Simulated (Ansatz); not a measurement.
Relaxing a trial structure of BH6Si2

The starting geometry of this gas-phase doublet was optimised with GFN2-xTB.

```xyz
9

B    -0.3602    0.8567    0.1810
Si   -1.9458    1.2533   -0.8586
Si   -0.0808   -1.1047   -0.0901
H    -0.5780    1.1055    1.3348
H    -0.0138   -1.5135   -1.5136
H    -3.3687    0.8210   -0.7487
H     0.5872    1.4743   -0.2135
H     1.1431   -1.6589    0.5121
H    -1.1646   -1.9639    0.4384
```

**Question.** Predict what becomes of its bonds when it is optimised with BLYP-D3(BJ)/def2-SVP.

**Answer.** A new bond forms, giving a structure with H5 bridging Si3 and Si2, given below by its coordinates. Distances that change by over a tenth: Si2–H5 (3.44 → 1.79 Å), Si3–H5 (1.48 → 1.67 Å). Contacts that close: Si2–Si3 (3.10 → 2.52 Å).

The energy falls by 0.53 eV over 29 steps:

| step | E − E(last) (eV) |
| --- | --- |
| 1 | 0.527 |
| 4 | 0.214 |
| 7 | 0.193 |
| 10 | 0.192 |
| 13 | 0.191 |
| 17 | 0.176 |
| 20 | 0.151 |
| 23 | 0.019 |
| 26 | 0.002 |
| 29 | 0.000 |

Final geometry (Å):

```xyz
9

B    -0.3037    1.0066    0.4455
Si   -1.4196    0.7194   -1.2611
Si   -0.1998   -1.0046    0.1170
H    -1.0599    1.4731    1.2765
H    -0.8968   -0.9823   -1.4057
H    -2.8145    0.2072   -0.9064
H     0.8178    1.4658    0.3479
H     1.1217   -1.5427   -0.3375
H    -1.0270   -2.0726    0.7657
```

The end wasn't checked by frequencies. Open shells are spin-unrestricted. Run with Ansatz 0.2.0, 100 s on 1 thread of Intel(R) Xeon(R) Platinum 8259CL CPU @ 2.50GHz (Skylake/Cascade Lake) (shared host).
